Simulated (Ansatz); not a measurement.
# C2H3NOS: how energies converge with the basis set

The task here is to estimate one member of a computed series from the others.

The runs use Ansatz 0.2.0, Gaussian basis; one geometry, several basis sets.

Plan: PBE0-D4/def2-SVP; ωB97M-V/def2-SVP; PBE0-D4/def2-QZVPP; ωB97M-V/def2-QZVPP; the functionals' def2-TZVPP values are taken from earlier runs.

## The relaxed structure

An earlier PBE0-D4 in a triple-zeta def2 set relaxation fixed the geometry.

SMILES `N#CC(O)S`, 8 atoms, charge 0, spin multiplicity 1.

Atoms are counted from 1 here; the program's logs count them from 0.

Bond lengths: N1–C2 1.149 Å, C2–C3 1.468 Å, C3–O4 1.389 Å, C3–S5 1.828 Å, C3–H6 1.091 Å, O4–H7 0.964 Å, S5–H8 1.343 Å. Angles: N1–C2–C3 178.1°, C2–C3–O4 112.5°, C2–C3–S5 106.1°, C2–C3–H6 108.3°, O4–C3–S5 114.6°, O4–C3–H6 106.5°, S5–C3–H6 108.7°, C3–O4–H7 108.7°, C3–S5–H8 94.0°.

Coordinates:

```xyz
8
charge 0, multiplicity 1
N     1.0879   -1.8758    1.3678
C     0.6424   -0.9440    0.8644
C     0.0952    0.2343    0.1809
O     0.8813    0.6410   -0.8897
S    -1.6274   -0.1889   -0.2591
H     0.0810    1.0652    0.8876
H     0.8674   -0.0494   -1.5628
H    -1.9358    1.0604   -0.6450
```

Set-up of the first run:

Contents of in.yaml:

```yaml
crystal:
  periodic: [false, false, false]
  atoms:
    - {symbol: N, position_ang: [1.087930, -1.875757, 1.367812]}
    - {symbol: C, position_ang: [0.642419, -0.943966, 0.864400]}
    - {symbol: C, position_ang: [0.095217, 0.234309, 0.180893]}
    - {symbol: O, position_ang: [0.881287, 0.640994, -0.889733]}
    - {symbol: S, position_ang: [-1.627433, -0.188863, -0.259066]}
    - {symbol: H, position_ang: [0.081034, 1.065193, 0.887646]}
    - {symbol: H, position_ang: [0.867427, -0.049398, -1.562787]}
    - {symbol: H, position_ang: [-1.935779, 1.060387, -0.644965]}
basis:
  gaussian: {orbitals: def2-SVP}
hamiltonian: {xc: pbe0, dispersion: d4}
output: {orbitals: {seedname: orbitals}}
```

On the command line:

```bash
$ ansatz run in.yaml --threads 2 --pin off --events-out ev --progress --plain --max-ram 4352MiB
```

Among the steps run: PBE0-D4 in def2-SVP; ωB97M-V in def2-SVP; PBE0-D4 in def2-QZVPP; ωB97M-V in def2-QZVPP.

One table of the session follows, with a row left open; its other results are not shown here.

It belongs to the step «Density functionals: the series». 

```
functional       basis  HOMO (eV)  LUMO (eV)
   PBE0-D4    def2-SVP      -7.78       0.00
   PBE0-D4  def2-TZVPP      -7.95      -0.49
   PBE0-D4  def2-QZVPP      -7.99      -0.65
   ωB97M-V    def2-SVP          ?          ?
   ωB97M-V  def2-TZVPP     -10.21       1.36
   ωB97M-V  def2-QZVPP     -10.25       1.01
```

**Question.** Estimate the row for ωB97M-V, def2-SVP.

The run gave: HOMO (eV): -10.00; LUMO (eV): 2.02. In the column «HOMO (eV)» it lies between ωB97M-V, def2-TZVPP (-10.21) and PBE0-D4, def2-QZVPP (-7.99).
